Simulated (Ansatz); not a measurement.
Job for Ansatz (a first-principles code): U-CAM-B3LYP/def2-TZVPPD on C3H7ts, 2S+1 = 2. Files ending in .json are basis or fitting sets from the Basis Set Exchange.

Ansatz 0.2 input:
```yaml
crystal:
  periodic: [false, false, false]
  atoms:
    - {symbol: C, position_ang: [-0.47213200, 0.64593300, -0.00004300]}
    - {symbol: C, position_ang: [-1.38261700, -0.36388500, -0.00000200]}
    - {symbol: H, position_ang: [-0.23204400, 1.16457500, -0.91726400]}
    - {symbol: H, position_ang: [-0.23234200, 1.16475900, 0.91716900]}
    - {symbol: H, position_ang: [-1.72712800, -0.80981000, 0.92251900]}
    - {symbol: H, position_ang: [-1.72693600, -0.81013100, -0.92243500]}
    - {symbol: C, position_ang: [1.61201500, -0.24218900, 0.00003500]}
    - {symbol: H, position_ang: [2.19518200, 0.66867100, -0.00126900]}
    - {symbol: H, position_ang: [1.58942300, -0.80961900, -0.91863200]}
    - {symbol: H, position_ang: [1.59024500, -0.80759800, 0.91996900]}
basis:
  gaussian:
    orbitals: def2-TZVPPD.json
hamiltonian:
  xc: {name: CAM-B3LYP}
magnetization: {spin_polarized: true, initial_magnetization: 1}
```

The log:

```
WARN ansatz: RAYON_NUM_THREADS=2 ignored (pool sized by the plan → 2); use --threads N
Functional definition: CAM-B3LYP
integrals: 0.12 GiB planned
935 factors; their error is unknown
integrals: 0.15 GiB planned
350 factors; integrals over basis functions are off by at most 1.8e-5 eV
mean field: 1.59 GiB planned
mean field evaluation 1: about -3216.2868 eV, gradient 3.3e1 eV
mean field evaluation 2: about -3217.7519 eV, gradient 2.8e1 eV
mean field evaluation 4: about -3221.4939 eV, gradient 1.2e0 eV
mean field evaluation 8: about -3221.5107 eV, gradient 1.1e-1 eV
mean field evaluation 16: about -3221.4849 eV, gradient 6.1e-4 eV
mean field -3221.48489410 eV, -118.3873862574 hartree, gradient 8.9e-5 eV, S^2 0.799255; 0 other end points of the search recorded, 0 dependent functions left out
reference -3221.48502611 eV, -118.3873911086 hartree; 13, 12 occupied and 217, 218 virtual orbitals, 935 factors
Total energy: -3221.48502611 eV, -118.3873911086 hartree
```

The calculation finished and met its thresholds.

Cost: roughly 9 core-seconds.
